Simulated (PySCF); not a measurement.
These 2 structures share the formula C4H2ClS (doublet state). Method: PySCF 2.14.0, PBE0-D3(BJ)/def2-SVP geometry optimisation, gas phase. One conformer each; no zero-point energy, no entropy. No frequencies were run at this level. Point groups hold within 0.08 Å. The open-shell SCF solutions weren't tested for stability.

Question: Rank from lowest to highest electronic energy at this level (kJ/mol).
A. `Clc1c[c]cs1` [radical]
B. `Clc1cc[c]s1` [radical]

Answer: A (0.0), B (10.6).

Neighbours under 21 kJ/mol apart (Clc1c[c]cs1 and Clc1cc[c]s1) can change places with a better method, another conformer or zero-point energy. Both arise from one parent by loss of a hydrogen atom (Clc1c[c]cs1: H removed from aryl C; Clc1cc[c]s1: H removed from aryl C), so the differences are those of the electronic X–H dissociation energies at this level.

```
     SMILES       E (Eh)  E rel (kJ/mol)  dipole (D)  point group     A, B, C (MHz)   ⟨S²⟩
Clc1c[c]cs1  -1011.06877             0.0        0.59           Cs  5655, 1920, 1433  0.762
Clc1cc[c]s1  -1011.06473            10.6        0.98           Cs  5316, 1950, 1426  0.766
```

Q: As an exercise, what shares would exp(−E/RT) give at 2000 K from these electronic energies alone (no entropy, no degeneracies)?

A: RT = 16.629 kJ/mol: Clc1c[c]cs1 65.4 %, Clc1cc[c]s1 34.6 %.
